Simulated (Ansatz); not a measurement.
A made-up structure of SiHSO, doublet:

O1  (0.920, -0.675, 0.315)
Si2  (-0.088, 0.538, 0.424)
S3  (-0.902, -1.038, 0.035)
H4  (0.071, 1.174, -0.774)
(Å)

It is relaxed with PBE-D4/def2-SVP and then PBE0-D4/def2-TZVP (Ansatz 0.2.0). Atoms count as bonded within 1.22 times the sum of their covalent radii (H–H: 0.88 Å). The end point is not checked to be a true minimum.

(1) Does its bonding change? (A judgement: the text doesn't fix the answer.)

Results:

(1) The calculation gives: No: no bond forms or breaks.

Where it ends: The first stage lowers the energy by 1.88 eV in 5 steps. It ends as SiHSO ([O]1[SiH][S]1):
O1  (0.822, -0.801, 0.350)
Si2  (-0.064, 0.602, 0.357)
S3  (-0.890, -1.281, 0.140)
H4  (0.131, 1.481, -0.847)
(Å)

Labels in which every atom is bracketed show which atoms are joined, not bond orders.

For scale, one of the runs: PBE0-D4/def2-TZVP relaxation, 111 basis functions, launched by `ansatz run in.yaml --threads 2 --pin off --events-out ev --progress --plain --max-ram 4352MiB`. The run took about 15 s on 2 CPU threads of an Arm Neoverse V1 (shared host).
